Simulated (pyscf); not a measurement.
`[SiH3][O][PH2]` + `[H]` [doublet] -> `[SiH3][O][PH2]` + `[H]` [doublet] (substitution at Si; doublet surface; H–Si broken, H–Si formed). PySCF, gas phase, ωB97X-D3(BJ)/def2-SVP geometries. MP2 and CC: frozen core, UHF for open shells. ΔMP2 is the change of the MP2 total energy from the triple- to the quadruple-zeta basis. Energies in eV from the separated reactants.

```
level                                barrier  reaction energy
--------------------------------  ----------  ---------------
PBE/def2-TZVP                           0.21             0.00
r²SCAN/def2-TZVP                        0.19             0.00
B3LYP-D3(BJ)/def2-TZVP                  0.32             0.00
PBE0-D3(BJ)/def2-TZVP                   0.32             0.00
CCSD/def2-TZVPP                         0.59             0.00
CCSD(T)/def2-TZVPP                      0.54             0.00
CCSD(T)/def2-TZVPP + ΔMP2(QZVPP)  (withheld)             0.00
```

Complete the blanks.


- CCSD(T)/def2-TZVPP + ΔMP2(QZVPP), barrier: 0.51

The same reactants have a lower exit, to •H₂Si–O–PH₂ + H₂ (barrier +0.22 eV at ωB97M-D3(BJ), against +0.46 eV here). H₃Si–O–PH₂ lies 0.25 eV over its isomer HO–SiH₂–PH₂, and others may lie lower still (electronic energy, ωB97M-D3(BJ)). This is the saddle that the search found; another between the same sides may lie lower. The angle at the attacked Si is 57° (front-side attack). The CCSD(T) − MP2 part came from Ansatz, without density fitting, on the same reference.
